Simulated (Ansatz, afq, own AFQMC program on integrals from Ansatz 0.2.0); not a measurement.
# Al₂, triplet: AFQMC among the cluster methods

```xyz
2

Al    0.0000    0.0000    0.0000
Al    0.0000    0.0000    3.9110
```

Basis cc-pVDZ. Only valence electrons are correlated. AFQMC by an in-house program on the Cholesky factors that Ansatz 0.2.0 writes for its CCSD(T) run. ph-AFQMC/CISD is guided by a CISD state made of CCSD amplitudes; releasing the constraint for a short imaginary time cuts its bias at the price of noise, slowly where states lie close. Error bars are statistical, one sigma.

Determinant: UHF, the one that the program's search chose, which needn't be the lowest solution. The geometry is a point of a scan.

Full CI on the same integrals is exact in this basis and with this determinant's frozen core.

Cautions: lower spins were not checked; strong correlation (T1 0.054, weight of the determinant 0.83, largest double 0.15); the released energies have errors that jump between times, so the bars are unsure, so no released level is given (meV from the phaseless value at times in 1/Eh: 2 ± 4 at 0.24, 152 ± 157 at 0.51, -10 ± 3 at 0.99, -23 ± 10 at 1.62, -21 ± 3 at 2.40).

The T1 diagnostic is 0.0538. The weight of the determinant in the CISD state is 0.830. The ⟨S²⟩ of the determinant is 2.035 and the size of the correlated space is 6 electrons in 26 orbitals.

Reference: full CI, correlation energy -2.935 eV.

```json
{"level": "HF", "E − E(reference) (kJ/mol)": "283.2", "share of correlation (%)": "0.00"}
{"level": "MP2", "E − E(reference) (kJ/mol)": "112.2", "share of correlation (%)": "60.40"}
{"level": "CCSD", "E − E(reference) (kJ/mol)": "23.5", "share of correlation (%)": "91.72"}
{"level": "CCSD(T)", "E − E(reference) (kJ/mol)": "15.0", "share of correlation (%)": "94.69"}
{"level": "CCSDT", "E − E(reference) (kJ/mol)": "2.8", "share of correlation (%)": "99.02"}
{"level": "CCSDT(Q)", "E − E(reference) (kJ/mol)": "0.5", "share of correlation (%)": "99.83"}
{"level": "CCSDTQ", "E − E(reference) (kJ/mol)": "0.1", "share of correlation (%)": "99.96"}
{"level": "ph-AFQMC/CISD", "E − E(reference) (kJ/mol)": "12.9 ± 0.4", "share of correlation (%)": "95.44"}
```

CCSDT and higher add their correlation energy to the determinant of the CCSD(T) run, since their own runs factorise the integrals more tightly (a shift of under 2 meV).
